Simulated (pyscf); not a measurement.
Four-centre exchange: H₃Si–O–PH₂ + GaH₃ → PH₃ + H₃Si–O–GaH₂

Gas phase, singlet surface, charge 0. Bonds broken: P1–O2, Ga9–H10. Bonds formed: P1–H10, O2–Ga9. PySCF, gas phase, ωB97X-D3(BJ)/def2-SVP geometries.

Transition state (Å):

```xyz
12

P     -1.8762    -1.1807     0.8273
O     -0.4706     0.1166     0.3136
Si     0.1303     0.3056    -1.2449
H     -3.2669    -0.9015     1.0573
H     -2.1246    -1.0902    -0.5930
H      1.2485     1.2848    -1.1541
H      0.6218    -1.0046    -1.7500
H     -0.9280     0.8262    -2.1555
Ga    -0.8089     1.2987     1.8064
H     -1.7873    -0.0938     2.0855
H     -1.7091     2.4873     1.3397
H      0.3697     1.3214     2.8273
```

One imaginary mode, 629i cm⁻¹; descent along it reached the two sides named, in the forms told below.

```
bond     change  reactant side (Å)  saddle  product side
-------  ------  -----------------  ------  ------------
P1–O2    breaks              1.700   1.981           3.3
Ga9–H10  breaks              1.579   1.725         2.525
P1–H10    forms                3.1   1.665         1.429
O2–Ga9    forms              2.140   1.934         1.791
```

Electronic energies relative to the separated reactants (kcal/mol):

| level | barrier | reaction energy | reverse barrier |
|---|---|---|---|
| ωB97X-D3(BJ)/def2-TZVP | 11.9 | -22.5 | 34.3 |
| PBE/def2-TZVP | 10.2 | -23.3 | 33.5 |
| r²SCAN/def2-TZVP | 9.5 | -24.5 | 34.0 |
| B3LYP-D3(BJ)/def2-TZVP | 13.1 | -22.3 | 35.4 |
| PBE0-D3(BJ)/def2-TZVP | 10.8 | -22.8 | 33.6 |
| M06-2X/def2-TZVP | 11.5 | -25.3 | 36.8 |
| ωB97M-D3(BJ)/def2-TZVP | 15.7 | -21.6 | 37.3 |
| HF/def2-TZVP | 32.1 | -22.7 | 54.8 |

With ωB97M-D3(BJ)/def2-TZVP energies and thermal terms (ideal gas, 1 atm, RRHO with modes under 100 cm⁻¹ raised to 100, one conformer, R ln 2 for chiral ones without a mode under 150 cm⁻¹), in kcal/mol:

```
T (K)   ΔH‡   ΔG‡     ΔH     ΔG
-----  ----  ----  -----  -----
298    16.9  27.9  -20.9  -21.6
600    17.2  38.9  -20.8  -22.4
900    17.6  49.7  -20.8  -23.2
1200   18.2  60.3  -20.9  -24.0
```

On the reactant side the descent ends in an adduct with a Ga–O contact, 14.7 kcal/mol under the separated species and 26.5 kcal/mol under the saddle at ωB97X-D3(BJ)/def2-TZVP. What is counted as formed (Ga–O) is already present as a longer contact in the reactant adduct; forming that adduct is a step of its own. H₃Si–O–PH₂ lies 5.7 kcal/mol over its isomer HO–SiH₂–PH₂ (electronic energy, ωB97M-D3(BJ)/def2-TZVP). This is the saddle that the search found; another between the same sides may lie lower. Elements up to Kr have no core potential and no relativistic terms here.
